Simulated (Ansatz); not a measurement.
Input for Ansatz (development build ahead of 0.2.0):

```yaml
crystal:
  periodic: [false, false, false]
  atoms:
    - { symbol: B, position_ang: [0.00917, 0.00398, 0.88117] }
    - { symbol: B, position_ang: [-0.00428, -0.00894, -0.88217] }
    - { symbol: H, position_ang: [0.98501, 0.00543, 0.00086] }
    - { symbol: H, position_ang: [-0.99983, -0.00429, -0.00631] }
    - { symbol: H, position_ang: [0.00147, 1.05207, 1.47657] }
    - { symbol: H, position_ang: [0.00641, -1.05097, 1.45904] }
    - { symbol: H, position_ang: [0.00168, 1.05447, -1.45729] }
    - { symbol: H, position_ang: [0.00916, -1.05179, -1.4627] }
basis:
  gaussian: { orbitals: STO-3G }
hamiltonian:
  xc: hf
correlation:
  method: mp2
  frozen_orbitals: { B: 1, H: 0 }
```

The input is written out in the form of the current development build from the run's settings.

The run gave:

```
Converged                       : yes
Reference energy                : -52.15916 hartree
Correlation energy              : -0.09094 hartree
Total energy                    : -52.25009 hartree
Spin squared of the determinant : 0.000
```
